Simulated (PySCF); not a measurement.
HS, charge -1, multiplicity 1.

```xyz
2

S      0.0000     0.0000    -0.0793
H      0.0000     0.0000     1.2684
```
Charge -1, spin multiplicity 1.

Geometry optimised at B3LYP-D3(BJ)/def2-TZVPD. The spin state was assumed, not searched.

These are PBE/pcSseg-2 (PySCF) values and carry that method's errors. Non-relativistic, no solvent.

Give the absolute GIAO shielding of each atom: isotropic value and principal components (ppm). (An estimate is asked for; the answer gives what the named calculation found.)


```tsv
atom	σ(iso)	σ11	σ22	σ33	span
S1	876.7	784.4	784.4	1061.3	276.9
H2	35.8	30.0	30.0	47.5	17.5
```
